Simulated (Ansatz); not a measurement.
System: hcp Lu. Method: r²SCAN (Ansatz, a quantum-chemistry and plane-wave program, plane waves, PAW).

Settings: plane-wave cutoff 500 eV, 4×4×3 k mesh (along the axes of the cell as run), Fermi–Dirac smearing 0.1 eV, cell of 96 sites, scalar-relativistic PAW data made under PBE.

Predict the vacancy formation energy and vacancy formation energy before relaxation.


- vacancy formation energy: 2.16 eV
- vacancy formation energy before relaxation: 2.22 eV

Note: energies are extrapolated to zero smearing, and mesh and cell size move such values by some hundredths of an eV or more.

Spin–orbit coupling is not included.
